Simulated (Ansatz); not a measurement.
`[CH3][Mg][F]`. Total charge 0; spin multiplicity 1. Correlated methods include outer-core shells of Mg, which these sets cover unevenly.

```xyz
6

C     0.634   -0.454   -0.061
Mg   -1.042    0.746    0.100
F    -2.468    1.767    0.237
H     1.254   -0.164   -0.914
H     1.260   -0.390    0.834
H     0.362   -1.505   -0.196
```

(1) Give the diagnostics of a CCSD(T)/def2-TZVPP run (frozen core, Ansatz). (Estimate.)

Results:

(1) Ansatz gave: T1 = 0.0104, largest single amplitude 0.019, largest double 0.030, (T) share of the correlation energy 2.5 %, 9 CCSD cycles. The RHF solution is stable towards an unrestricted one. T1 lies under the customary mark of 0.02 for closed shells.
